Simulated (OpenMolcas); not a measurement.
# H2S2: levels of theory compared

Wanted: a comparison of 6 runs (B2PLYP/STO-3G, B3LYP/STO-3G, PBE/STO-3G, r2SCAN/STO-3G, MP2/STO-3G, CISD/STO-3G) of H2S2. 

Program for the calculation: OpenMolcas 26.06.

4 further runs of the same task are left out: 1 for a known fault of the program, 3 set aside as unsound or not needed.

### Step 1. Starting point

The species is H2S2 (4 atoms), meant as a singlet with charge 0. The S2–H4 distance was set to 1.675 Å, away from the relaxed value.

Bond lengths: S1–S2 2.045 Å, S1–H3 1.340 Å. Angles: S2–S1–H3 98.1°. A long bond or contact: S2–H4 1.675 Å.

### Step 2. The energy at B2PLYP/STO-3G (run 1)

Contents of mol.inp:

```
&GATEWAY
  BasLib=$CurrDir
  Coord
  4
  angstrom
  S       -0.568770      -0.300471      -1.112032
  S       -0.563900       0.928859       0.522588
  H        0.565490       0.133499      -1.677822
  H        0.143010      -0.127830       1.612990
  Basis=STO-3G
  Group=NoSym

&SEWARD
  GridInput
  Grid=UltraFine
  End of Grid

&SCF
  KSDFT=B2PLYP_SCF
  Thresholds=1e-10 1e-07 1e-07 1e-05
  PrOrbitals=1 1

&MBPT2
  Frozen=10
```

The basis set STO-3G is read from a file made from the Basis Set Exchange's data (not shown).

On the command line:

```sh
$ export MOLCAS_MEM=1860
$ pymolcas mol.inp > mol.log
```

Output:

```text
--- Start Module: gateway ---
[...]
--- Stop Module: gateway /rc=_RC_ALL_IS_WELL_ ---
[...]
      Basis functions           20
[...]
--- Start Module: scf ---
[...]
       Convergence after  10 Iterations
[...]
::    Total KS-DFT energy                            -788.3444700819
[...]
      Total spin, S                                     0.0000000000
[...]
      Total electronic charge=   34.000000
      Total            charge=   -0.000000
[...]
      Dipole Moment (debye):
      Origin of the operator (angstrom)=   -0.5382    0.3047   -0.2867
                   X=  8.7521E-01               Y= -4.0949E-02               Z= -8.1245E-02           Total=  8.7992E-01
      Quadrupole Moment (debye*angstrom):
[...]
--- Stop Module: scf /rc=_RC_ALL_IS_WELL_ ---
[...]
--- Start Module: mbpt2 ---
[...]
 ###    WARNING: MP2 implementation intended for RHF references only         ###
 ###############################################################################
MBPT2 WARNING: Reference function according to RunFile:KS-DFT
I'll assume you know what you're doing and continue
WARNING!
Default frozen orbitals as non valence orbitals is overwritten by user input.
Default values:  10
[...]
       Reference weight ( Cref**2 )         =        0.93637
::    Total MBPT2 energy                             -788.4243201222
[...]
      Total MBPT2 calculations                           0.04      0.04
--- Stop Module: mbpt2 /rc=_RC_ALL_IS_WELL_ ---
[...]
```

Run time: 3.6 s. Hardware: 1 thread of Arm Neoverse V1, shared host; peak memory 0.37 GiB.

### Step 3. A single-point energy at B3LYP/STO-3G (run 2)

Contents of mol.input:

```
>>> EXPORT MOLCAS_PRINT=2

&GATEWAY
  BasLib=$CurrDir
  Coord
  4
  angstrom
  S       -0.568770      -0.300471      -1.112032
  S       -0.563900       0.928859       0.522588
  H        0.565490       0.133499      -1.677822
  H        0.143010      -0.127830       1.612990
  Basis=STO-3G
  Group=NoSym

&SEWARD
  GridInput
  Grid=UltraFine
  End of Grid

&SCF
  KSDFT=B3LYP
  Thresholds=1e-10 1e-07 1e-07 1e-05
  PrOrbitals=1 1
```

The basis set STO-3G is read from a file made from the Basis Set Exchange's data (not shown).

On the command line:

```sh
$ export MOLCAS_MEM=1860
$ pymolcas mol.input > mol.log
```

Output:

```text
--- Start Module: gateway ---
[...]
--- Stop Module: gateway /rc=_RC_ALL_IS_WELL_ ---
--- Start Module: seward ---
[...]
      Basis functions           20
--- Stop Module: seward /rc=_RC_ALL_IS_WELL_ ---
--- Start Module: scf ---
[...]
       Convergence after  11 Iterations
[...]
::    Total KS-DFT energy                            -788.6995788178
[...]
      Total spin, S                                     0.0000000000
[...]
      Total electronic charge=   34.000000
      Total            charge=   -0.000000
[...]
      Dipole Moment (debye):
      Origin of the operator (angstrom)=   -0.5382    0.3047   -0.2867
                   X=  8.2548E-01               Y= -2.7421E-02               Z= -1.6452E-01           Total=  8.4216E-01
      Quadrupole Moment (debye*angstrom):
[...]
--- Stop Module: scf /rc=_RC_ALL_IS_WELL_ ---
[...]
```

Wall time 3.9 s (1 thread of Arm Neoverse V1, shared host); peak memory 0.37 GiB.

Run 3 isn't shown in full; the table further down has it.

### Step 4. A single-point energy at r2SCAN/STO-3G (run 4)

Contents of mol.input:

```
>>> EXPORT MOLCAS_PRINT=2
&GATEWAY
BASLIB=$CurrDir
COORD
4
angstrom
S       -0.568770      -0.300471      -1.112032
S       -0.563900       0.928859       0.522588
H        0.565490       0.133499      -1.677822
H        0.143010      -0.127830       1.612990
BASIS=STO-3G
GROUP=NoSym
&SEWARD
GRIDINPUT
Grid=UltraFine
End of Grid
&SCF
KSDFT=2
1.0 MGGA_X_R2SCAN
1.0 MGGA_C_R2SCAN
THRESHOLDS=1e-10 1e-07 1e-07 1e-05
PRORBITALS=1 1
```

The basis set STO-3G is read from a file made from the Basis Set Exchange's data (not shown).

On the command line:

```sh
$ export MOLCAS_MEM=1860
$ pymolcas mol.input > mol.log
```

Output:

```text
--- Start Module: gateway ---
[...]
--- Stop Module: gateway /rc=_RC_ALL_IS_WELL_ ---
--- Start Module: seward ---
[...]
      Basis functions           20
--- Stop Module: seward /rc=_RC_ALL_IS_WELL_ ---
--- Start Module: scf ---
[...]
       Convergence after  12 Iterations
[...]
::    Total KS-DFT energy                            -788.6666254038
[...]
      Total spin, S                                     0.0000000000
[...]
      Total electronic charge=   34.000000
      Total            charge=   -0.000000
[...]
      Dipole Moment (debye):
      Origin of the operator (angstrom)=   -0.5382    0.3047   -0.2867
                   X=  8.7001E-01               Y= -4.6873E-02               Z= -2.0015E-01           Total=  8.9397E-01
      Quadrupole Moment (debye*angstrom):
[...]
--- Stop Module: scf /rc=_RC_ALL_IS_WELL_ ---
[...]
```

Wall time 4.8 s (1 thread of Arm Neoverse V1, shared host); peak memory 0.37 GiB.

Run 5 isn't shown in full; the table further down has it.

### Step 5. The energy at CISD/STO-3G (run 6)

Edit mol.inp of step 2 so:

```diff
@@ -1 +1,3 @@
+* H2S2 CISD
+
 &GATEWAY
@@ -13,8 +15,4 @@
 &SEWARD
-  GridInput
-  Grid=UltraFine
-  End of Grid
 
 &SCF
-  KSDFT=B2PLYP_SCF
   Thresholds=1e-10 1e-07 1e-07 1e-05
@@ -22,3 +20,13 @@
 
-&MBPT2
+&MOTRA
   Frozen=10
+
+&GUGA
+  Electrons=14
+  Spin=1
+  Inactive=7
+  Active=0
+  CIAll=1
+
+&CPF
+  SDCI
```

The basis set STO-3G is read from a file made from the Basis Set Exchange's data (not shown).

On the command line:

```sh
$ export MOLCAS_MEM=1860
$ pymolcas mol.inp > mol.log
```

Output:

```text
--- Start Module: gateway ---
[...]
--- Stop Module: gateway /rc=_RC_ALL_IS_WELL_ ---
[...]
      Basis functions           20
[...]
       Convergence after  11 Iterations
[...]
::    Total SCF energy                               -787.4400765534
[...]
      Total spin, S                                     0.0000000000
[...]
      *** WARNING: Default frozen orbitals is overwritten by user input.
      *** Default values:  10
[...]
--- Start Module: guga ---
[...]
--- Stop Module: guga /rc=_RC_ALL_IS_WELL_ ---
--- Start Module: cpf ---
[...]
      Active orbitals                            0       0
[...]
      Spin quantum number                      0.0
[...]
     FINAL CI ENERGY          -787.52445155
     FINAL CORRELATION ENERGY   -0.08437500  REFERENCE ENERGY    -787.44007655
[...]
     REL. CI ENERGY           -787.52445155
[...]
      Total electronic charge=   34.000000
      Total            charge=    0.000000
[...]
      Dipole Moment (debye):
      Origin of the operator (angstrom)=   -0.5382    0.3047   -0.2867
                   X=  7.9831E-01               Y= -1.7120E-02               Z= -1.1068E-01           Total=  8.0613E-01
      Quadrupole Moment (debye*angstrom):
[...]
--- Stop Module: cpf /rc=_RC_ALL_IS_WELL_ ---
[...]
```

Wall time 1.8 s (1 thread of Arm Neoverse V1, shared host); peak memory 0.37 GiB.

### Step 6. Overview of the runs

| run | level | frozen core orbitals | integration grid | energy (Eh) | dipole moment (D) of the reference | HOMO energy (eV) | LUMO energy (eV) | wall time |
| --- | --- | --- | --- | --- | --- | --- | --- | --- |
| 1 | B2PLYP/STO-3G | 10 | UltraFine | -788.366030 | 0.88 | -5.06 | 5.37 | 3.6 s |
| 2 | B3LYP/STO-3G | – | UltraFine | -788.699579 | 0.84 | -3.46 | 3.38 | 3.9 s |
| 3 | PBE/STO-3G | – | UltraFine | -788.327447 | 0.88 | -2.15 | 2.56 | 3.9 s |
| 4 | r2SCAN/STO-3G | – | UltraFine | -788.666625 | 0.89 | -2.48 | 2.71 | 4.8 s |
| 5 | MP2/STO-3G | 10 | – | -787.499163 | 0.91 | -7.22 | 8.38 | 1.7 s |
| 6 | CISD/STO-3G | 10 | – | -787.524452 | 0.91 | -7.22 | 8.38 | 1.8 s |

### Step 7. Summary of results

| quantity | value |
| --- | --- |
| run 6: total energy | -787.52445 Eh |
| run 6: dipole moment (mean-field density) | 0.91 D |
| run 6: HOMO energy (Hartree–Fock orbitals) | -7.22 eV |
| run 6: LUMO energy (Hartree–Fock orbitals) | 8.38 eV |
| run 6: HOMO–LUMO gap (Hartree–Fock orbitals) | 15.60 eV |
| run 6: correlation energy (10 core orbitals frozen) | -84.4 mEh |

Over runs 1, 2, 3, 4 the dipole moment (its size) runs from 0.84 D (B3LYP/STO-3G) to 0.89 D (r2SCAN/STO-3G). Over runs 1, 2, 3, 4 the HOMO–LUMO gap runs from 4.71 eV (PBE/STO-3G) to 10.43 eV (B2PLYP/STO-3G). A double hybrid's value is that of its SCF part. For B2PLYP the log adds the whole second-order term; the table takes 0.27 of it, as the functional is defined. Totals of different functionals can't be ranked against each other. In runs 1, 2, 3, 4, 5, 6 the basis is minimal, so the values are rough. All runs together took 20 s, the longest 4.8 s.
